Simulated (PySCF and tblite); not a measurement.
Values are calculated unless marked as measured or tabulated.
C₄H₆O, numbered as in [CH:1]#[C:2][O:3][CH2:4][CH3:5].

Free energies: TPSS-D3(BJ)/def2-TZVP (IEF-PCM, chloroform) on GFN2-xTB structures plus GFN2-xTB thermal terms, symmetry and mirror images included. Conformers within 3 kcal/mol (GFN2-xTB free energy) were kept, 10 at most. Programs: PySCF with density fitting and tblite.

Rotational constants are equilibrium values for the commonest isotopes; dipoles come from the energy level named and are polarised by its solvent model.

Torsions listed: C2–O3–C4–C5. Of a mirror pair one member is shown.

```
conformer  shape   symmetry
        1   -67°  C1 (pair)
        2   180°         Cs
```

(1) Give the rotational constants and dipole components.

(2) Which type of transition is strongest for conformer 1?

Results:

(1) 
```
conformer  A (MHz)  B (MHz)  C (MHz)  abs μa (D)  abs μb (D)  abs μc (D)      κ  Ic−Ia−Ib (u Å²)
        1    11859     3456     2905        2.16        0.59        0.81  -0.88            -14.9
        2    31159     2502     2385        2.01        1.31        0.00  -0.99             -6.3
```

(2) a-type, since that component is clearly the largest; the top is near-prolate.
